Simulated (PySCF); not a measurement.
# C3H5Cl (1-Propene, 3-chloro-): the cost of one run

Programs: PySCF 2.14.0, with density-fitted response routines of our own. Each step states its level of theory. These are calculated values for one molecule in the gas phase, unless marked as measured. Atoms count from 0, in the outputs and in this text.

## (1) The molecule as given

9 atoms, charge 0, multiplicity 1; geometry from: MMFF94s. The atoms were then displaced at random by about 0.03 Å, so the start is not that level's minimum.

Bonds of the start (Å): C0–C1 1.44, C1–C2 1.54, C2–Cl3 1.72, C0–H4 1.05, C0–H5 1.00, C1–H6 1.10, C2–H7 1.05, C2–H8 1.07.

## (2) Geometry optimisation at PBE0-D3(BJ)/def2-SVP

What the job is given:

```
{"job": {"xc": "PBE0", "basis": "def2-SVP", "d3": "d3bj", "grid": 1, "shake": 0.03, "kind": "geom"}, "charge": 0, "multiplicity": 1}
C      1.456040    -0.403250     0.017380
C      0.289020     0.438930    -0.056920
C     -1.159530    -0.061830    -0.143380
Cl    -1.909000     0.528480     1.283310
H      2.379230     0.091250     0.020390
H      1.313990    -1.395680     0.006060
H      0.462100     1.527200    -0.053520
H     -1.547740     0.337140    -1.032570
H     -1.151370    -1.131680    -0.066390
```

On the command line:

```
$ OMP_NUM_THREADS=1 python probes_run.py task.json out
```

The driver reads the jobs from task.json and runs them one after another.

**Question.** How long does this first job take on 1 thread of Intel Xeon Platinum 8488C, shared host, and how much memory does it need?

About 17 s, with a peak of 0.35 GiB.
